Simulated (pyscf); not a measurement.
Optimised with ωB97X-D3(BJ)/def2-SVP in PySCF.

**Question.** Estimate the classical barrier height and the reaction energy of methane (CH₄) + H₃C–In(CH₃)–O–SiH₃ → H₃C–In(CH₃)–CH₃ + silanol (HO–SiH₃) at ωB97M-D3(BJ)/def2-TZVP. The step runs on the singlet surface, breaks C–H, In–O and forms C–In, H–O; take the separated reactants as zero.

**Answer.** ΔE‡ = 32.1 kcal/mol, ΔE = +24.4 kcal/mol. Zero-point energy shifts the barrier by -1.6 kcal/mol. It is a four-centre exchange, with an imaginary mode of 1337i cm⁻¹. On the reactant side the descent ends in a complex (not fully relaxed), 4.4 kcal/mol under the separated species and 35.2 kcal/mol under the saddle at ωB97X-D3(BJ)/def2-TZVP. On the product side the descent ends in an adduct with a In–O contact, 12.6 kcal/mol under the separated species and 17.8 kcal/mol under the saddle at ωB97X-D3(BJ)/def2-TZVP. What is counted as broken (In–O) persists as a longer contact in the product adduct; parting that adduct is a step of its own. This is the saddle that the search found; another between the same sides may lie lower. Elements past Kr carry the def2 core potentials, without spin-orbit coupling.
